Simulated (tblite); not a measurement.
Compound: C₄H₅N.
SMILES with atom numbers: `[CH:1]#[C:2]/[CH:3]=[N:4]/[CH3:5]` (hydrogens: H6 on C1; H7 on C3; H8, H9, H10 on C5)

Computed with GFN2-xTB (tblite), gas phase: Langevin dynamics at 400 K from the optimised GFN2-xTB geometry, time step 0.5 fs, friction 0.01 fs⁻¹, 2000 steps. The instantaneous temperature is 2·E(kin)/(3Nk) with all 3N coordinates.

```json
{"t (fs)": "0", "T (K)": "339", "E(pot) above start (eV)": "0.000", "C1≡C2 (Å)": "1.201", "C2–C3 (Å)": "1.413", "C3=N4 (Å)": "1.260", "N4–C5 (Å)": "1.423", "C1–H6 (Å)": "1.050"}
{"t (fs)": "50", "T (K)": "231", "E(pot) above start (eV)": "0.283", "C1≡C2 (Å)": "1.194", "C2–C3 (Å)": "1.379", "C3=N4 (Å)": "1.270", "N4–C5 (Å)": "1.428", "C1–H6 (Å)": "1.056"}
{"t (fs)": "100", "T (K)": "272", "E(pot) above start (eV)": "0.270", "C1≡C2 (Å)": "1.196", "C2–C3 (Å)": "1.434", "C3=N4 (Å)": "1.254", "N4–C5 (Å)": "1.487", "C1–H6 (Å)": "1.067"}
{"t (fs)": "150", "T (K)": "247", "E(pot) above start (eV)": "0.240", "C1≡C2 (Å)": "1.203", "C2–C3 (Å)": "1.415", "C3=N4 (Å)": "1.280", "N4–C5 (Å)": "1.386", "C1–H6 (Å)": "1.059"}
{"t (fs)": "200", "T (K)": "214", "E(pot) above start (eV)": "0.232", "C1≡C2 (Å)": "1.203", "C2–C3 (Å)": "1.419", "C3=N4 (Å)": "1.239", "N4–C5 (Å)": "1.420", "C1–H6 (Å)": "1.056"}
{"t (fs)": "250", "T (K)": "326", "E(pot) above start (eV)": "0.345", "C1≡C2 (Å)": "1.202", "C2–C3 (Å)": "1.403", "C3=N4 (Å)": "1.263", "N4–C5 (Å)": "1.455", "C1–H6 (Å)": "1.057"}
{"t (fs)": "300", "T (K)": "276", "E(pot) above start (eV)": "0.574", "C1≡C2 (Å)": "1.177", "C2–C3 (Å)": "1.362", "C3=N4 (Å)": "1.275", "N4–C5 (Å)": "1.334", "C1–H6 (Å)": "1.050"}
{"t (fs)": "350", "T (K)": "260", "E(pot) above start (eV)": "0.592", "C1≡C2 (Å)": "1.216", "C2–C3 (Å)": "1.427", "C3=N4 (Å)": "1.245", "N4–C5 (Å)": "1.528", "C1–H6 (Å)": "1.059"}
{"t (fs)": "400", "T (K)": "282", "E(pot) above start (eV)": "0.443", "C1≡C2 (Å)": "1.193", "C2–C3 (Å)": "1.348", "C3=N4 (Å)": "1.268", "N4–C5 (Å)": "1.351", "C1–H6 (Å)": "1.057"}
{"t (fs)": "450", "T (K)": "341", "E(pot) above start (eV)": "0.380", "C1≡C2 (Å)": "1.201", "C2–C3 (Å)": "1.470", "C3=N4 (Å)": "1.271", "N4–C5 (Å)": "1.477", "C1–H6 (Å)": "1.063"}
{"t (fs)": "500", "T (K)": "386", "E(pot) above start (eV)": "0.347", "C1≡C2 (Å)": "1.176", "C2–C3 (Å)": "1.401", "C3=N4 (Å)": "1.278", "N4–C5 (Å)": "1.430", "C1–H6 (Å)": "1.028"}
{"t (fs)": "550", "T (K)": "441", "E(pot) above start (eV)": "0.404", "C1≡C2 (Å)": "1.207", "C2–C3 (Å)": "1.448", "C3=N4 (Å)": "1.282", "N4–C5 (Å)": "1.456", "C1–H6 (Å)": "1.052"}
{"t (fs)": "600", "T (K)": "538", "E(pot) above start (eV)": "0.578", "C1≡C2 (Å)": "1.206", "C2–C3 (Å)": "1.393", "C3=N4 (Å)": "1.228", "N4–C5 (Å)": "1.336", "C1–H6 (Å)": "1.091"}
{"t (fs)": "650", "T (K)": "534", "E(pot) above start (eV)": "0.642", "C1≡C2 (Å)": "1.194", "C2–C3 (Å)": "1.436", "C3=N4 (Å)": "1.300", "N4–C5 (Å)": "1.520", "C1–H6 (Å)": "1.069"}
{"t (fs)": "700", "T (K)": "360", "E(pot) above start (eV)": "0.703", "C1≡C2 (Å)": "1.218", "C2–C3 (Å)": "1.314", "C3=N4 (Å)": "1.253", "N4–C5 (Å)": "1.367", "C1–H6 (Å)": "1.097"}
{"t (fs)": "750", "T (K)": "409", "E(pot) above start (eV)": "0.498", "C1≡C2 (Å)": "1.180", "C2–C3 (Å)": "1.492", "C3=N4 (Å)": "1.278", "N4–C5 (Å)": "1.432", "C1–H6 (Å)": "1.067"}
{"t (fs)": "800", "T (K)": "360", "E(pot) above start (eV)": "0.505", "C1≡C2 (Å)": "1.183", "C2–C3 (Å)": "1.335", "C3=N4 (Å)": "1.239", "N4–C5 (Å)": "1.451", "C1–H6 (Å)": "1.047"}
{"t (fs)": "850", "T (K)": "638", "E(pot) above start (eV)": "0.387", "C1≡C2 (Å)": "1.236", "C2–C3 (Å)": "1.403", "C3=N4 (Å)": "1.290", "N4–C5 (Å)": "1.420", "C1–H6 (Å)": "1.100"}
{"t (fs)": "900", "T (K)": "524", "E(pot) above start (eV)": "0.432", "C1≡C2 (Å)": "1.206", "C2–C3 (Å)": "1.383", "C3=N4 (Å)": "1.277", "N4–C5 (Å)": "1.383", "C1–H6 (Å)": "1.075"}
{"t (fs)": "950", "T (K)": "423", "E(pot) above start (eV)": "0.557", "C1≡C2 (Å)": "1.176", "C2–C3 (Å)": "1.465", "C3=N4 (Å)": "1.275", "N4–C5 (Å)": "1.516", "C1–H6 (Å)": "1.030"}
{"t (fs)": "1000", "T (K)": "438", "E(pot) above start (eV)": "0.488", "C1≡C2 (Å)": "1.207", "C2–C3 (Å)": "1.382", "C3=N4 (Å)": "1.284", "N4–C5 (Å)": "1.388", "C1–H6 (Å)": "1.023"}
```

**Question.** From 500 fs on, how do temperature and potential energy compare with equipartition?

**Answer.** The mean temperature of these 11 frames is 459 K against the target 400 K, and the mean potential energy 0.50 eV against 24 × kT/2 = 0.41 eV for 24 classical harmonic modes. For 10 atoms in a canonical ensemble the temperature itself scatters by T·√(2/(3N)) = 103 K; here its standard deviation is 84 K. The whole run lasts only 10 friction times of 100 fs, so these averages carry a wide statistical error.

**Question.** What are the kinetic and total energies of the listed frame with the highest potential energy?

**Answer.** The one at 700 fs, 0.703 eV above the start. Its kinetic energy is 3NkT/2 = 0.466 eV at 360 K, so the sum is 1.17 eV; over the listed frames the sum runs from 0.44 to 1.33 eV, since the thermostat adds and removes energy.

**Question.** How much do the listed bonds fluctuate from 500 fs on?

**Answer.** 
| bond | at the start (Å) | mean (Å) | standard deviation (Å) |
| --- | --- | --- | --- |
| C1≡C2 | 1.201 | 1.199 | 0.018 |
| C2–C3 | 1.413 | 1.405 | 0.051 |
| C3=N4 | 1.260 | 1.271 | 0.021 |
| N4–C5 | 1.423 | 1.427 | 0.055 |
| C1–H6 | 1.050 | 1.062 | 0.027 |

The motion is classical and holds no zero-point motion.

The cost below is that of the whole dynamics run. On one thread, Arm Neoverse V1, on a shared host, this took 6.1 s.
